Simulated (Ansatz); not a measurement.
Ansatz (a quantum-chemistry and plane-wave program) input (CCSD(T)/aug-cc-pVDZ):

Ansatz 0.2 input:
```yaml
crystal:
  periodic: [false, false, false]
  atoms:
    - {symbol: C, position_ang: [0.00665950, 1.54479392, 0.01509290]}
    - {symbol: C, position_ang: [1.17493834, 0.74565165, 0.01275948]}
    - {symbol: C, position_ang: [1.19231559, -0.65251117, -0.00079146]}
    - {symbol: C, position_ang: [-0.00587912, -1.36377009, -0.01332427]}
    - {symbol: C, position_ang: [-1.19789656, -0.64209902, -0.01185711]}
    - {symbol: C, position_ang: [-1.16846543, 0.75585990, 0.00191054]}
    - {symbol: H, position_ang: [2.15387681, 1.23679856, 0.02212182]}
    - {symbol: H, position_ang: [2.13917154, -1.19434108, -0.00165057]}
    - {symbol: H, position_ang: [-0.01056120, -2.44986618, -0.02393561]}
    - {symbol: H, position_ang: [-2.14938844, -1.17565942, -0.02150474]}
    - {symbol: H, position_ang: [-2.14313261, 1.25551703, 0.00222853]}
basis:
  gaussian:
    orbitals: aug-cc-pVDZ
total_charge: -1
magnetization: {spin_polarized: false}
correlation: {method: ccsd_t, electrons: outside_noble_gas}
```

End of the output:

```
integrals: 0.79 GiB planned
1855 factors; integrals over basis functions are off by at most 5.9e-4 eV
mean field: 0.96 GiB planned
mean field evaluation 1: about -6256.8814 eV, gradient 3.2e1 eV
mean field evaluation 2: about -6256.8816 eV, gradient 3.2e1 eV
mean field evaluation 4: about -6260.3758 eV, gradient 5.9e0 eV
mean field evaluation 8: about -6260.4968 eV, gradient 1.5e-1 eV
mean field evaluation 16: about -6260.4901 eV, gradient 1.3e0 eV
mean field -6260.49697567 eV, -230.0690203385 hartree, gradient 1.8e-6 eV, S^2 0.000000; 0 other end points of the search recorded, 0 dependent functions left out; unrestricted orbitals would lower it
6 core orbitals not correlated
reference -6260.49697567 eV, -230.0690203385 hartree; 15, 15 occupied and 162, 162 virtual orbitals, 1855 factors
second order -22.46114553 eV of doubles, -0.00000000 eV of singles
coupled cluster: 1.61 GiB planned
cycle   1  -22.46723739 eV  change   -6.1e-3 eV  update   1.3e-1
cycle   2  -23.13038780 eV  change   -6.6e-1 eV  update   3.9e-2
cycle   3  -23.28166860 eV  change   -1.5e-1 eV  update   2.1e-2
cycle   4  -23.28045199 eV  change    1.2e-3 eV  update   7.4e-3
cycle   5  -23.27860079 eV  change    1.9e-3 eV  update   5.4e-3
cycle   6  -23.27976506 eV  change   -1.2e-3 eV  update   2.5e-3
cycle   7  -23.27931984 eV  change    4.5e-4 eV  update   1.4e-3
cycle   8  -23.27880022 eV  change    5.2e-4 eV  update   7.0e-4
cycle   9  -23.27884047 eV  change   -4.0e-5 eV  update   2.9e-4
cycle  10  -23.27904255 eV  change   -2.0e-4 eV  update   1.4e-4
cycle  11  -23.27887503 eV  change    1.7e-4 eV  update   7.5e-5
cycle  12  -23.27891005 eV  change   -3.5e-5 eV  update   3.8e-5
cycle  13  -23.27889542 eV  change    1.5e-5 eV  update   2.0e-5
perturbative correction -1.17740887 eV, -0.0432689779 hartree
Total energy: -6284.95327996 eV, -230.9677729441 hartree
```

It need not be the lowest isomer of its formula. Whether it binds its extra electron was not tested at this geometry.
